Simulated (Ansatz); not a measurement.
# SiPHF (quartet): the correlation ladder, cc-pVDZ

How much of the correlation energy of SiPHF (quartet) does each wave-function method recover here?

Method: cc-pVDZ, core rule «outside noble gas», up to 11 orbitals frozen; program: Ansatz 0.2.0, Gaussian basis.

Plan: UHF; CCSD(T) on ROHF; CCSD(T) on UHF; BCCD(T) on ROHF; CISD; CCSDT(Q) on ROHF; CCSDT(Q) on UHF.

6 further runs of the same task are left out: 1 for a known fault of the program, 5 set aside as unsound or not needed.

## Step 1: The system

The geometry is a PBE0/def2-TZVP stationary point (not a proven minimum) of the parent state, kept for this charge and spin.

4 atoms, charge 0, spin multiplicity 4.

Atoms are counted from 1 here; the program's logs count them from 0.

Bond lengths: F1–P2 1.594 Å, P2–Si3 2.076 Å, P2–H4 1.407 Å. Angles: F1–P2–Si3 130.6°, F1–P2–H4 99.6°, Si3–P2–H4 129.7°.

In the tables R marks a restricted open-shell determinant and U an unrestricted one; energies count from the table's Hartree-Fock row.

## Step 2: UHF

in.yaml reads:

```yaml
crystal:
  periodic: [false, false, false]
  atoms:
    - {symbol: F, position_ang: [0.000000, -0.492171, 1.709375]}
    - {symbol: P, position_ang: [0.000000, 0.394562, 0.384582]}
    - {symbol: Si, position_ang: [0.000000, -0.162443, -1.614899]}
    - {symbol: H, position_ang: [0.000000, 1.678340, 0.960284]}
basis:
  gaussian: {orbitals: cc-pVDZ}
magnetization: {spin_polarized: true, initial_magnetization: 3}
hamiltonian: {xc: hf}
output: {orbitals: {seedname: orbitals}}
```

On the command line:

```sh
> ansatz run in.yaml --threads 1 --pin off --events-out ev --progress --plain --max-ram 4096MiB --backend cpu
```

Standard output:

```text
Functional definition: HF
  name "HF"
  cite "Fock, Z. Phys. 61, 126 (1930) doi:10.1007/BF01340294"
  parent pbe
  exchange = exact_x
  correlation = 0
549 factors; integrals over basis functions are off by at most 1.3e-3 eV
mean field evaluation 1: about -19850.5915 eV, gradient 1.5e1 eV
mean field evaluation 2: about -19850.6428 eV, gradient 1.5e1 eV
mean field evaluation 4: about -19852.1461 eV, gradient 2.8e0 eV
mean field evaluation 8: about -19852.2847 eV, gradient 1.9e-1 eV
mean field evaluation 16: about -19849.0369 eV, gradient 1.2e1 eV
mean field evaluation 32: about -19849.4647 eV, gradient 7.6e0 eV
mean field -19852.28619211 eV, -729.5580611971 hartree, gradient 8.6e-5 eV, S^2 3.830706; 0 other end points of the search recorded, 0 dependent functions left out
reference -19852.28619211 eV, -729.5580611971 hartree; 21, 18 occupied and 34, 37 virtual orbitals, 549 factors
Total energy: -19852.28619211 eV, -729.5580611971 hartree
```

It took 1.1 s on 1 thread of AMD EPYC 7R13, shared host.

From the report: ⟨S²⟩ of the determinant 3.831 (pure quartet: 3.75).

## Step 3: CCSD(T) on ROHF

Edit in.yaml of step 2 so:

```diff
@@ -9,4 +9,3 @@
   gaussian: {orbitals: cc-pVDZ}
-magnetization: {spin_polarized: true, initial_magnetization: 3}
-hamiltonian: {xc: hf}
-output: {orbitals: {seedname: orbitals}}
+magnetization: {spin_polarized: false, initial_magnetization: 3}
+correlation: {method: ccsd_t, electrons: outside_noble_gas}
```

Launched as before.

Standard output (excerpt; [...] marks lines left out):

```text
Functional definition: HF
  name "HF"
  cite "Fock, Z. Phys. 61, 126 (1930) doi:10.1007/BF01340294"
  parent pbe
[...]
549 factors; integrals over basis functions are off by at most 1.3e-3 eV
[...]
mean field -19851.97487030 eV, -729.5466203315 hartree, gradient 2.1e-6 eV, S^2 3.750000; 12 other end points of the search recorded, 0 dependent functions left out
[...]
determinant -19851.97487030 eV, -729.5466203315 hartree, with singles and doubles -19862.61151053 eV, -729.9375096503 hartree
determinant -19851.15532727 eV, -729.5165026810 hartree, with singles and doubles -19861.43772320 eV, -729.8943737616 hartree
determinant -19850.13113016 eV, -729.4788641311 hartree, with singles and doubles -19860.85013077 eV, -729.8727801379 hartree
determinant -19849.35573173 eV, -729.4503687644 hartree, with singles and doubles -19860.00342219 eV, -729.8416641716 hartree
determinant -19848.87129742 eV, -729.4325661320 hartree, with singles and doubles -19859.59973164 eV, -729.8268288177 hartree
determinant -19848.66778609 eV, -729.4250872285 hartree, with singles and doubles -19859.56575182 eV, -729.8255800823 hartree
11 core orbitals not correlated: weight in the atoms' cores, before any rotation towards them, 1.000 or more for the frozen orbitals, at most 0.000 for the correlated occupied ones
reference -19851.97487030 eV, -729.5466203315 hartree; 10, 7 occupied and 34, 37 virtual orbitals, 549 factors
second order -9.63427267 eV of doubles, -0.13457079 eV of singles
cycle   1  -10.63662703 eV  change    1.3e-5 eV  update   1.2e-3
[...]
cycle   9  -10.63705668 eV  change   -4.6e-6 eV  update   4.9e-6
perturbative correction -0.27679448 eV, -0.0101720097 hartree
Total energy: -19862.88872146 eV, -729.9476969642 hartree
```

It took 13 s on 1 thread of AMD EPYC 7R13, shared host.

From the report: correlation -10.9139 eV; T1 0.022; largest double amplitude 0.05.

## Step 4: CCSD(T) on UHF

Edit in.yaml of step 3 so:

```diff
@@ -9,3 +9,3 @@
   gaussian: {orbitals: cc-pVDZ}
-magnetization: {spin_polarized: false, initial_magnetization: 3}
+magnetization: {spin_polarized: true, initial_magnetization: 3}
 correlation: {method: ccsd_t, electrons: outside_noble_gas}
```

Launched as before.

Standard output (excerpt; [...] marks lines left out):

```text
Functional definition: HF
  name "HF"
  cite "Fock, Z. Phys. 61, 126 (1930) doi:10.1007/BF01340294"
  parent pbe
[...]
549 factors; integrals over basis functions are off by at most 1.3e-3 eV
[...]
mean field -19852.28619211 eV, -729.5580611971 hartree, gradient 3.3e-6 eV, S^2 3.830706; 12 other end points of the search recorded, 0 dependent functions left out
determinant -19852.28619211 eV, -729.5580611971 hartree, with singles and doubles -19862.61521112 eV, -729.9376456445 hartree
determinant -19851.22622217 eV, -729.5191080204 hartree, with singles and doubles -19861.43924394 eV, -729.8944296478 hartree
determinant -19850.33569810 eV, -729.4863818643 hartree, with singles and doubles -19860.85149396 eV, -729.8728302345 hartree
determinant -19849.71830051 eV, -729.4636929213 hartree, with singles and doubles -19859.99864349 eV, -729.8414885575 hartree
determinant -19849.12518254 eV, -729.4418962380 hartree, with singles and doubles -19859.60166131 eV, -729.8268997315 hartree
determinant -19848.97035065 eV, -729.4362062710 hartree, with singles and doubles -19859.52677507 eV, -729.8241477129 hartree
11 core orbitals not correlated: weight in the atoms' cores, before any rotation towards them, 1.000 or more for the frozen orbitals, at most 0.000 for the correlated occupied ones
reference -19852.28619211 eV, -729.5580611971 hartree; 10, 7 occupied and 34, 37 virtual orbitals, 549 factors
second order -9.38088597 eV of doubles, -0.00000000 eV of singles
cycle   1  -10.32983632 eV  change   -8.2e-4 eV  update   1.8e-3
[...]
cycle   7  -10.33108064 eV  change    2.3e-6 eV  update   1.2e-5
perturbative correction -0.26949377 eV, -0.0099037135 hartree
Total energy: -19862.88676652 eV, -729.9476251215 hartree
```

Wall time 19 s (1 thread of AMD EPYC 7R13, shared host).

From the report: ⟨S²⟩ of the determinant 3.831 (pure quartet: 3.75); correlation -10.6006 eV; T1 0.023; largest double amplitude 0.04.

## Step 5: BCCD(T) on ROHF

Edit in.yaml of step 4 so:

```diff
@@ -9,3 +9,3 @@
   gaussian: {orbitals: cc-pVDZ}
-magnetization: {spin_polarized: true, initial_magnetization: 3}
-correlation: {method: ccsd_t, electrons: outside_noble_gas}
+magnetization: {spin_polarized: false, initial_magnetization: 3}
+correlation: {method: bccd_t, electrons: outside_noble_gas}
```

The command is unchanged.

Standard output (excerpt; [...] marks lines left out):

```text
Functional definition: HF
  name "HF"
  cite "Fock, Z. Phys. 61, 126 (1930) doi:10.1007/BF01340294"
  parent pbe
[...]
549 factors; integrals over basis functions are off by at most 1.3e-3 eV
[...]
mean field -19851.97487030 eV, -729.5466203315 hartree, gradient 2.1e-6 eV, S^2 3.750000; 12 other end points of the search recorded, 0 dependent functions left out
[...]
determinant -19851.97487030 eV, -729.5466203315 hartree, with singles and doubles -19862.61151053 eV, -729.9375096503 hartree
determinant -19851.15532727 eV, -729.5165026810 hartree, with singles and doubles -19861.43772320 eV, -729.8943737616 hartree
determinant -19850.13113016 eV, -729.4788641311 hartree, with singles and doubles -19860.85013077 eV, -729.8727801379 hartree
determinant -19849.35573173 eV, -729.4503687644 hartree, with singles and doubles -19860.00342219 eV, -729.8416641716 hartree
determinant -19848.87129742 eV, -729.4325661320 hartree, with singles and doubles -19859.59973164 eV, -729.8268288177 hartree
determinant -19848.66778609 eV, -729.4250872285 hartree, with singles and doubles -19859.56575182 eV, -729.8255800823 hartree
11 core orbitals not correlated: weight in the atoms' cores, before any rotation towards them, 1.000 or more for the frozen orbitals, at most 0.000 for the correlated occupied ones
reference -19851.97487030 eV, -729.5466203315 hartree; 10, 7 occupied and 34, 37 virtual orbitals, 549 factors
second order -9.63427267 eV of doubles, -0.13457079 eV of singles
cycle   1  -10.61833196 eV  change    1.8e-2 eV  update   1.1e-2
[...]
cycle  10  -10.61516786 eV  change   -1.4e-6 eV  update   1.5e-5
perturbative correction -0.30293023 eV, -0.0111324805 hartree
Total energy: -19862.89296838 eV, -729.9478530356 hartree
```

Wall time 12 s (1 thread of AMD EPYC 7R13, shared host).

From the report: correlation -10.9181 eV; largest double amplitude 0.05.

## Step 6: CISD

Edit in.yaml of step 5 so:

```diff
@@ -10,2 +10,2 @@
 magnetization: {spin_polarized: false, initial_magnetization: 3}
-correlation: {method: bccd_t, electrons: outside_noble_gas}
+correlation: {active_space: {ras: {orbitals: [7, 3, 34], electrons: 17, max_holes: 2, max_particles: 2}, fixed_orbitals: true}}
```

Launched as before.

Standard output:

```text
Functional definition: HF
  name "HF"
  cite "Fock, Z. Phys. 61, 126 (1930) doi:10.1007/BF01340294"
  parent pbe
  exchange = exact_x
  correlation = 0
549 factors; integrals over basis functions are off by at most 1.3e-3 eV
mean field evaluation 1: about -19850.5103 eV, gradient 2.2e1 eV
mean field evaluation 2: about -19850.5531 eV, gradient 2.2e1 eV
mean field evaluation 4: about -19851.9435 eV, gradient 2.5e0 eV
mean field evaluation 8: about -19851.9744 eV, gradient 1.5e-1 eV
mean field evaluation 16: about -19845.5013 eV, gradient 2.0e1 eV
mean field evaluation 32: about -19851.1553 eV, gradient 2.6e-4 eV
mean field evaluation 64: about -19851.9454 eV, gradient 9.4e-1 eV
mean field -19851.97487030 eV, -729.5466203315 hartree, gradient 2.1e-6 eV, S^2 3.750000; 9 other end points of the search recorded, 0 dependent functions left out
reference -19851.97487030 eV, -729.5466203315 hartree; 21, 18 occupied and 34, 37 virtual orbitals, 549 factors
state -19861.48157701 eV, -729.8959853593 hartree
Total energy: -19861.48157701 eV, -729.8959853593 hartree
```

Run time: 24 s. Hardware: 1 thread of AMD EPYC 7R13, shared host.

From the report: 375,611 determinants.

## Step 7: CCSDT(Q) on ROHF

Edit in.yaml of step 6 so:

```diff
@@ -10,2 +10,2 @@
 magnetization: {spin_polarized: false, initial_magnetization: 3}
-correlation: {active_space: {ras: {orbitals: [7, 3, 34], electrons: 17, max_holes: 2, max_particles: 2}, fixed_orbitals: true}}
+correlation: {method: ccsdt_q, electrons: outside_noble_gas}
```

On the command line:

```sh
> ansatz run in.yaml --threads 2 --pin off --events-out ev --progress --plain --max-ram 24576MiB --backend cuda --devices 0, --max-vram 18GiB
```

Standard output (excerpt; [...] marks lines left out):

```text
Functional definition: HF
  name "HF"
  cite "Fock, Z. Phys. 61, 126 (1930) doi:10.1007/BF01340294"
  parent pbe
[...]
1015 factors; integrals over basis functions are off by at most 1.9e-7 eV
[...]
mean field -19851.97503453 eV, -729.5466263670 hartree, gradient 2.2e-6 eV, S^2 3.750000; 12 other end points of the search recorded, 0 dependent functions left out
[...]
determinant -19851.97503453 eV, -729.5466263670 hartree, with singles and doubles -19862.61168424 eV, -729.9375160342 hartree
determinant -19851.15548106 eV, -729.5165083324 hartree, with singles and doubles -19861.43788350 eV, -729.8943796523 hartree
determinant -19850.13131574 eV, -729.4788709511 hartree, with singles and doubles -19860.85032067 eV, -729.8727871167 hartree
determinant -19849.35589624 eV, -729.4503748100 hartree, with singles and doubles -19860.00358456 eV, -729.8416701388 hartree
determinant -19848.87150834 eV, -729.4325738833 hartree, with singles and doubles -19859.59993487 eV, -729.8268362860 hartree
determinant -19848.66794148 eV, -729.4250929391 hartree, with singles and doubles -19859.56590899 eV, -729.8255858583 hartree
11 core orbitals not correlated: weight in the atoms' cores, before any rotation towards them, 1.000 or more for the frozen orbitals, at most 0.000 for the correlated occupied ones
reference -19851.97503453 eV, -729.5466263670 hartree; 10, 7 occupied and 34, 37 virtual orbitals, 1015 factors
second order -9.63430560 eV of doubles, -0.13457042 eV of singles
cycle   1  -10.24075083 eV  change   -4.7e-1 eV  update   1.0e-1
[...]
cycle  20  -10.95248947 eV  change   -5.0e-7 eV  update   2.1e-6
perturbative correction -0.02366077 eV, -0.0008695172 hartree
Total energy: -19862.95118476 eV, -729.9499924482 hartree
```

Run time: 86 s. Hardware: 1 × H100 (card shared with other runs) with 2 threads of AMD EPYC 7R13, shared host; peak host memory 2 GiB.

From the report: correlation -10.9762 eV; T1 0.022; largest double amplitude 0.06.

## Step 8: CCSDT(Q) on UHF

Edit in.yaml of step 7 so:

```diff
@@ -9,3 +9,3 @@
   gaussian: {orbitals: cc-pVDZ}
-magnetization: {spin_polarized: false, initial_magnetization: 3}
+magnetization: {spin_polarized: true, initial_magnetization: 3}
 correlation: {method: ccsdt_q, electrons: outside_noble_gas}
```

The command is unchanged.

Standard output (excerpt; [...] marks lines left out):

```text
Functional definition: HF
  name "HF"
  cite "Fock, Z. Phys. 61, 126 (1930) doi:10.1007/BF01340294"
  parent pbe
[...]
1015 factors; integrals over basis functions are off by at most 1.9e-7 eV
[...]
mean field -19852.28635766 eV, -729.5580672809 hartree, gradient 2.8e-6 eV, S^2 3.830707; 12 other end points of the search recorded, 0 dependent functions left out
determinant -19852.28635766 eV, -729.5580672809 hartree, with singles and doubles -19862.61538467 eV, -729.9376520225 hartree
determinant -19851.22637717 eV, -729.5191137165 hartree, with singles and doubles -19861.43940378 eV, -729.8944355217 hartree
determinant -19850.33588087 eV, -729.4863885809 hartree, with singles and doubles -19860.85168365 eV, -729.8728372052 hartree
determinant -19849.71846974 eV, -729.4636991406 hartree, with singles and doubles -19859.99880312 eV, -729.8414944241 hartree
determinant -19849.12539703 eV, -729.4419041203 hartree, with singles and doubles -19859.60187225 eV, -729.8269074837 hartree
determinant -19848.97050547 eV, -729.4362119606 hartree, with singles and doubles -19859.52692801 eV, -729.8241533334 hartree
11 core orbitals not correlated: weight in the atoms' cores, before any rotation towards them, 1.000 or more for the frozen orbitals, at most 0.000 for the correlated occupied ones
reference -19852.28635766 eV, -729.5580672809 hartree; 10, 7 occupied and 34, 37 virtual orbitals, 1015 factors
second order -9.38091489 eV of doubles, -0.00000000 eV of singles
cycle   1  -9.86121386 eV  change   -4.8e-1 eV  update   1.1e-1
[...]
cycle  23  -10.64171608 eV  change   -1.2e-6 eV  update   1.0e-6
perturbative correction -0.02597837 eV, -0.0009546874 hartree
Total energy: -19862.95405210 eV, -729.9500978210 hartree
```

Wall time 52 s (1 × H100 (card shared with other runs) with 2 threads of AMD EPYC 7R13, shared host); peak host memory 0.9 GiB.

From the report: ⟨S²⟩ of the determinant 3.831 (pure quartet: 3.75); correlation -10.6677 eV; T1 0.024; largest double amplitude 0.05.

## Step 9: All levels against the top one

The yardstick is UCCSDT(Q), where the cluster series has nearly closed. Rows without a time come out of other runs: HF, MP2 and CCSD of CCSD(T), CCSDT of CCSDT(Q).

Differences are taken before rounding.

| method | energy from the lowest ROHF (meV) | from UCCSDT(Q) (meV) | time |
| --- | --- | --- | --- |
| ROHF | 0.0 | +10979.2 |  |
| UHF | -311.3 | +10667.9 |  |
| RMP2 | -9768.8 | +1210.3 |  |
| UMP2 | -9692.2 | +1287.0 |  |
| CISD | -9506.7 | +1472.5 | 24 s |
| RCCSD | -10637.1 | +342.1 |  |
| UCCSD | -10642.4 | +336.8 |  |
| RCCSD(T) | -10913.9 | +65.3 | 13 s |
| UCCSD(T) | -10911.9 | +67.3 | 19 s |
| BCCD(T) | -10918.1 | +61.1 | 12 s |
| RCCSDT | -10952.7 | +26.5 |  |
| UCCSDT | -10953.2 | +26.0 |  |
| RCCSDT(Q) | -10976.3 | +2.9 | 86 s (GPU) |
| UCCSDT(Q) | -10979.2 | 0 | 52 s (GPU) |

Some runs used a GPU and others CPU threads alone; cost is compared among the CPU runs only.

Among the levels timed on like hardware, those that no quicker one beats, quickest first: BCCD(T) (12 s, +61.1 meV).

## Step 10: What came out

```
                         quantity                      value
    UCCSDT(Q) from the ROHF energy                -10.9792 eV
              RMP2 from UCCSDT(Q)                +1210.3 meV
              UMP2 from UCCSDT(Q)                +1287.0 meV
             RCCSD from UCCSDT(Q)                 +342.1 meV
          RCCSD(T) from UCCSDT(Q)                  +65.3 meV
          UCCSD(T) from UCCSDT(Q)                  +67.3 meV
         RCCSDT(Q) from UCCSDT(Q)                   +2.9 meV
levels within 1 kcal/mol (43 meV)  RCCSDT, UCCSDT, RCCSDT(Q)
                    T1 diagnostic                      0.022
```

What this shows: RCCSD(T) misses by +65.3 meV, 0.6 % of the correlation energy. These misses are within one basis, not against nature; the frozen cores of restricted and unrestricted runs differ, which can shift their rows.

With open shells the CI space here admits some triples and quadruples, so it is larger than plain CISD.

BCCD(T) reaches 61.1 meV from the reference in 12 s.
